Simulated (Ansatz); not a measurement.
**Si2H2 (H-bridged), singlet in cc-pVDZ: errors against RCCSDTQ**

Geometry: a PBE0/def2-TZVP stationary point for this spin, not checked as a minimum.

```
atom   x (Å)    y (Å)    z (Å)
  Si  0.0000   0.0641   1.0054
  Si  0.0000  -0.0046  -1.0948
   H  0.0000  -0.3818   2.4302
   H  0.0000  -1.2748   0.0623
```

Basis cc-pVDZ; Ansatz 0.2.0. Correlated methods freeze the noble-gas cores, which leaves 10 electrons in 36 orbitals. Prefix R: restricted or restricted open-shell reference; prefix U: unrestricted. Active spaces: valence = (10e, 10o) chosen from the atoms' valence shells.

Full CI isn't at hand for all of this; RCCSDTQ serves as the reference, and is uncertain by about the last step of the cluster series. The frozen core follows each run's orbitals, which can shift R against U totals by a few meV.

Unrestricted rows (U) aren't spin-pure: their determinants' ⟨S²⟩ exceeds S(S+1) by up to 0.34, so they mix in states of higher spin.

```
UHF ⟨S²⟩                          : 0.338
T1 diagnostic (RCCSD)             : 0.0194
largest doubles amplitude (RCCSD) : 0.133
```

| level | E − E(RCCSDTQ) (kJ/mol) | share of correlation (%) | wall time |
| --- | --- | --- | --- |
| RHF | 622.5 | 0.00 | – |
| UHF | 617.2 | 0.86 | 1.2 s |
| RMP2 | 121.6 | 80.47 | – |
| CISD | 92.1 | 85.20 | 0.73 s |
| RCCSD | 36.3 | 94.17 | – |
| RCCSD(T) | 6.0 | 99.04 | 0.71 s |
| BCCD(T) | 5.9 | 99.05 | 0.73 s |
| RCCSDT | 2.6 | 99.58 | – |
| RCCSDT(Q) | 0.0 | 100.00 | 3.8 s |
| CASSCF (valence space) | 360.7 | 42.06 | – |
| NEVPT2 (valence space) | 90.3 | 85.50 | 6.5 s |
| MRCISD (valence space) | 27.7 | 95.55 | – |
| MRCISD+Q (valence space) | 0.7 | 99.89 | 19 s (H100) |
| MRCISD+Q(relaxed) (valence space) | -2.3 | 100.36 | 20 s (H100) |

The correlation energy at RCCSDTQ, counted from RHF, is -6.452 eV. That run took 21 s on 2 threads of AMD EPYC 7R13 with a shared H100 80 GB, shared host.

Times hold each run's SCF and search for its determinant on a shared host, so for small cases they say little of a method's own cost; rows without a card ran on 1 thread of AMD EPYC 7R13.

Natural occupations of CASSCF (valence space) about the gap: 1.985 1.972 1.953 1.932 1.912 0.094 0.068 0.041 0.029 0.014; effectively unpaired electrons, Σ n²(2−n)², 0.12.

Atomization energy (electronic, same basis, no zero-point term; atoms at the same level, unrestricted beside the R rows where the molecule is a closed shell, with restricted open-shell steps beyond CCSDT(Q)) at RCCSDTQ: 822.8 kJ/mol. Errors of other levels:

| level | error (kJ/mol) |
| --- | --- |
| RHF | -278.8 |
| UHF | -273.5 |
| RMP2 | -13.8 |
| CISD | -81.7 |
| RCCSD | -28.7 |
| RCCSD(T) | -3.7 |
| BCCD(T) | -3.4 |
| RCCSDT | -2.4 |
| RCCSDT(Q) | 0.1 |
| CASSCF (valence space) | -67.4 |
| NEVPT2 (valence space) | -13.7 |
| MRCISD (valence space) | -21.5 |
| MRCISD+Q (valence space) | -9.3 |
| MRCISD+Q(relaxed) (valence space) | -6.7 |

This basis is far from its limit, so the value isn't to be set against a measured one. Truncated CI isn't size-consistent, which counts against it in atomization.
